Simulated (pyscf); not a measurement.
PySCF, gas phase, ωB97X-D3(BJ)/def2-SVP geometries. MP2 and CC: frozen core, UHF for open shells. ΔMP2 is the change of the MP2 total energy from the triple- to the quadruple-zeta basis.

Problem. What is the homolytic dissociation enthalpy (298 K, CCSD(T)/def2-TZVPP + ΔMP2(QZVPP)) of the Ga–H bond of HS–GaH–Cl, to [HS–Ga–Cl]• + H•?

Solution. Ga–H to [HS–Ga–Cl]• + H•: 80.1 kcal/mol. The radicals are drawn with the spin at the cut bond; how far it spreads was not checked. Other isomers of [HS–Ga–Cl]• were not searched in full and may lie lower. The CCSD(T) − MP2 part came from Ansatz, without density fitting, on the same reference. The frozen core leaves the outer d or s,p core shells of the metals and heavy elements correlated in the MP2 and CC values, and def2-TZVPP describes them poorly, which can shift differences by a few kcal/mol. Elements up to Kr have no core potential and no relativistic terms here.
